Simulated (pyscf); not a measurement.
H₂B–F (SMILES BF) + H₂C=CH₂ (SMILES C=C) → H₂B–F (SMILES BF) + H₂C=CH₂ (SMILES C=C) (four-centre exchange; singlet surface; B–H, C–H broken, B–H, C–H formed). Optimised with ωB97X-D3(BJ)/def2-SVP in PySCF. MP2 and CC: frozen core, UHF for open shells. ΔMP2 is the change of the MP2 total energy from the triple- to the quadruple-zeta basis. Energies in kcal/mol from the separated reactants.

```
level                             barrier  reaction energy
--------------------------------  -------  ---------------
ωB97X-D3(BJ)/def2-TZVP               48.5              0.0
PBE/def2-TZVP                        35.8              0.0
B3LYP-D3(BJ)/def2-TZVP               47.2              0.0
ωB97M-D3(BJ)/def2-TZVP               48.1              0.0
MP2/def2-QZVPP                       48.6              0.0
CCSD/def2-TZVPP                      54.6              0.0
CCSD(T)/def2-TZVPP + ΔMP2(QZVPP)      ___              0.0
```

**Question.** What belongs in the gaps?

**Answer.** 
- CCSD(T)/def2-TZVPP + ΔMP2(QZVPP), barrier: 50.5

Of the functionals in the table, ωB97X-D3(BJ) is closest to CCSD(T)/def2-TZVPP + ΔMP2(QZVPP) in the barrier (2.0 kcal/mol apart) and PBE least close (14.7 kcal/mol); that level has limits of its own. At the saddle there is also a short B–C contact that neither side keeps. The same reactants have a lower exit, to H₃C–CH₂–BH–F (barrier +2.2 kcal/mol at ωB97M-D3(BJ)/def2-TZVP, against +48.1 kcal/mol here). This is the saddle that the search found; another between the same sides may lie lower. The CCSD(T) − MP2 part came from Ansatz, without density fitting, on the same reference.
